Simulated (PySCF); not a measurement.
[B(OMe)H3]-, CH6BO (charge -1).
Geometry (PBE0-D3(BJ)/def2-SVP, Å), atoms numbered from 1 in this order:
```
atom  x, y, z in Å
B1    -0.3864    0.6179   -0.9548
O2    -0.3502    0.5553    0.5299
C3     0.3218   -0.5153    1.0289
H4    -0.1042   -1.5015    0.7095
H5     0.3119   -0.5104    2.1430
H6     1.3982   -0.5545    0.7188
H7     0.7834    0.6839   -1.4358
H8    -1.0278    1.6339   -1.3002
H9    -0.9467   -0.4094   -1.4393
```

The closed-shell ground state was solved at several levels (PySCF, density fitting, gas phase, non-relativistic). Where the HOMO energy is positive, the finite basis confines the outermost electrons. No diffuse functions stand in pcJ-1 and pcSseg-1, which bears on an anion's orbital energies.

```
         level  basis functions  total energy (Eh)  HOMO (eV)  LUMO (eV)  gap (eV)
  KT2/pcSseg-1               81          -144.0412       0.46       5.36      4.90
PBE0/def2-SVPD              111          -141.5502      -1.06       4.69      5.75
 PBE0/pcSseg-1               81          -141.6264      -0.85       6.18      7.03
```

(1) What might B3LYP/pcJ-1 (141 basis functions) give for the same quantities?

(2) Over all these levels, which gives the widest orbital gap and which the narrowest?

## Answers

(1) Total energy -141.8355 Eh, HOMO -0.68 eV, LUMO 5.88 eV, gap 6.56 eV.

(2) PBE0/pcSseg-1 (global hybrid, 25 % exact exchange) has the widest, 7.03 eV, and KT2/pcSseg-1 (GGA) the narrowest, 4.90 eV. The two share the basis. From the narrowest to the widest the HOMO moves by -1.31 eV and the LUMO by +0.82 eV.
